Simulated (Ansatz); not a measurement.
## HC–SeH, triplet in cc-pVDZ: errors against UCCSDT(Q)

Geometry: displaced at random from a stationary point.

```yaml
atoms:
  - { symbol: C, position_ang: [0.0028, 0.0571, 1.5464] }
  - { symbol: Se, position_ang: [-0.0115, -0.0252, -0.2583] }
  - { symbol: H, position_ang: [0.6724, -0.0463, 2.3236] }
  - { symbol: H, position_ang: [0.1915, 1.3433, -0.5128] }
```

Basis cc-pVDZ; Ansatz 0.2.0. Correlated methods freeze the noble-gas cores and the filled d shells of p-block atoms, which leaves 12 electrons in 36 orbitals. R marks a restricted (for open shells ROHF) determinant, U an unrestricted one. Active spaces: valence = (12e, 10o) chosen from the atoms' valence shells. No spin–orbit coupling is included, and no scalar relativity.

Full CI isn't at hand for all of this; UCCSDT(Q) serves as the reference, and is uncertain by about the last step of the cluster series. The frozen core follows each run's orbitals, which can shift R against U totals by a few meV for light atoms and by up to 0.1 eV past Ca.

```
UHF ⟨S²⟩                          : 2.028
T1 diagnostic (RCCSD)             : 0.0307
largest doubles amplitude (RCCSD) : 0.029
T1 diagnostic (UCCSD)             : 0.0231
```

| level | E − E(RHF) (eV) |
| --- | --- |
| UHF | -0.2031 |
| UMP2 | -5.7388 |
| UCCSD | -6.6299 |
| UCCSD(T) | -6.8012 |

Problem. Estimate how far UCCSDT(Q) in cc-pVDZ lies from UCCSD(T). The table doesn't fix it; the size of (T) and the diagnostics are the guide.

Solution. UCCSDT(Q) in cc-pVDZ lies 37 meV below UCCSD(T), which is 22 % of the (T) step (-171 meV). T1 is raised, but (T) still catches most of what CCSD lacks.

The other levels:

```csv
level,E − E(UCCSDT(Q)) (meV),share of correlation (%),wall time
UCCSDT,11,99.83,–
```

The correlation energy at UCCSDT(Q), counted from RHF, is -6.838 eV. That run took 78 s on 1 thread of AMD EPYC, shared host.

Run but not shown, since their state or frozen core can't be matched to the reference's or they repeat it: RHF, RMP2, CISD, RCCSD, RCCSD(T), BCCD(T), RCCSDT, RCCSDT(Q), CASSCF (valence space), NEVPT2 (valence space), MRCISD (valence space), MRCISD+Q (valence space).

Times hold each run's SCF and search for its determinant on a shared host, so for small cases they say little of a method's own cost; they ran on 1 thread of AMD EPYC.

Natural occupations of CASSCF (valence space) about the gap: 1.981 1.975 1.968 1.006 1.001 0.037 0.027 0.018; effectively unpaired electrons, Σ n²(2−n)², 2.02.
